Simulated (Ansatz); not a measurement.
[GeH3···H···H], doublet along the distance Ge1-H5

Starting geometry:

```xyz
6

Ge   -0.0380    0.0000    0.0000
H    -0.5494    1.4466    0.0000
H    -0.5494   -0.7233    1.2528
H    -0.5494   -0.7233   -1.2528
H     1.4964    0.0000    0.0000
H     2.8900    0.0000    0.0000
```

From there H5 is moved from one fragment to the other while all else, the fragments' distance too, stays fixed; atoms are numbered as listed. Energies are in kJ/mol, counted from the starting geometry at the same level. Kohn–Sham curves are unrestricted where that lies lower.

Basis cc-pVTZ; Ansatz 0.2.0. Correlated methods freeze the noble-gas cores and the filled d shells of p-block atoms. Prefix R: restricted or restricted open-shell reference; prefix U: unrestricted. No spin–orbit coupling is included, and no scalar relativity.

Full CI isn't at hand for all of this; UCCSDT(Q) serves as the reference, and is uncertain by about the last step of the cluster series.

```
distance Ge1-H5 (Å)  B3LYP
              1.534    0.0
              1.627   -4.3
              1.812  -12.7
              1.998  -43.7
              2.183  -69.4
```

Problem. Estimate the UCCSDT(Q) curve in cc-pVTZ from this one, knowing how B3LYP errs.

Solution. The computed UCCSDT(Q) values, in kJ/mol from the starting point, and the error of B3LYP against them:
```tsv
distance Ge1-H5 (Å)	UCCSDT(Q)	B3LYP less UCCSDT(Q)
1.534	0.0	0.0
1.627	-1.1	-3.1
1.812	-4.2	-8.5
1.998	-37.6	-6.2
2.183	-69.2	-0.2
```

The error spans 8.5 kJ/mol and is largest, -8.5 kJ/mol, at 1.812 Å.

Functionals correlate the shells that the reference freezes, so part of their error here is the reference's.
